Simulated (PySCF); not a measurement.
HS, SMILES [SH] (connectivity only; charge and spin as stated), charge -1, multiplicity 1. Atoms are numbered in the order given.

```xyz
2

S      0.0000     0.0000    -0.0793
H      0.0000     0.0000     1.2684
```
Charge -1, spin multiplicity 1.

Geometry optimised at B3LYP-D3(BJ)/def2-TZVPD. The multiplicity is an assumed one; other spin states were not compared.

Calculation: PBE/def2-TZVPD (PySCF).

Isolated molecule, no solvent. A positive occupied level means that this level leaves the electron formally unbound; only the finite basis holds it.

```yaml
total_energy: -398.66505 hartree
point_group: C∞v
highest_occupied_level: 0.89 eV
lowest_empty_level: 4.18 eV
orbital_gap: 3.29 eV
dipole_moment_about_the_centre_of_nuclear_charge: 0.49 D
mean_static_polarisability: 54.6 bohr³ (8.09 Å³)
polarisability_principal_values: 44.1, 59.8, 59.8 bohr³
```
